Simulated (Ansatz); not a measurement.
## Si2Ni: computed properties

Level of theory: Ansatz, DFT r2SCAN, scalar-relativistic, plane waves, PAW.

Plane waves to 500 eV, a k mesh through Γ of 14×14×14 on the computed 3-atom cell and Gaussian smearing (0.10 eV); no spin polarisation.

The structure is relaxed at this level of theory with its symmetry kept.

It takes space group Fm-3m (No. 225, cubic). Conventional cell: a = 5.386 Å, b = 5.386 Å, c = 5.386 Å, α = 90.00°, β = 90.00°, γ = 90.00°. Si (site symmetry -43m) has 4 Ni at 2.33 Å as nearest neighbours. Around Ni (site symmetry m-3m) lie 8 Si at 2.33 Å.

| Property | Result |
| --- | --- |
| Volume per atom | 13.02 Å³ |
| Formation energy from the elements' standard states (uncorrected) | -0.351 eV/atom |
| Generalised Kohn–Sham band gap | none (metal) |
| Density of states at the Fermi level | 0.80 states/eV per cell |
| Löwdin character within 0.5 eV of the Fermi level | Ni 3d 35 %, Si 3s 30 %, Si 3p 28 %, unprojected 7 % |
| Bulk modulus | 160 GPa |
| Its pressure derivative | 4.7 |
| Bader charges (e) | Si (2 in the cell) 0.48, Ni (1 in the cell) -0.96 |

A ferromagnetic start lost its moments in a first run, so spin was left out; other magnetic orders weren't tried.

Cost: 6 runs of about 2.6 core-minutes in all, on AMD EPYC 7R43 (Zen 3) (shared hosts).